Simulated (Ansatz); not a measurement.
Basis-set extrapolation for C7H16, SMILES `CCCCCCC` (PBE0-D4/def2-TZVP geometry, frozen core, the Gaussian-basis code of Ansatz). Multiplicity 1, RHF reference.

```csv
,def2-TZVPP,def2-QZVPP
HF,-274.501632,-274.514750
MP2 correlation,-1.241051,-1.317368
CCSD(T) correlation,-1.374015,not run
```

Energies in hartree. Use E(X) = E(∞) + A·exp(−7.88·√X) for Hartree–Fock and E(X) = E(∞) + B·X^(−2.97) for correlation, with X = 3 and 4, and add CCSD(T) minus MP2 of the smaller set to the MP2 limit.

Task: What is the CCSD(T) energy at the basis-set limit?

Result: HF limit: -274.514750 + (-0.013118) × 0.13774 = -274.51656. MP2 limit: -1.317368 + (-0.076317) × 0.74074 = -1.37390. Higher-order term: -1.374015 − (-1.241051) = -0.13296. Total: -276.02342 hartree, 388.0 kJ/mol below CCSD(T)/def2-TZVPP.
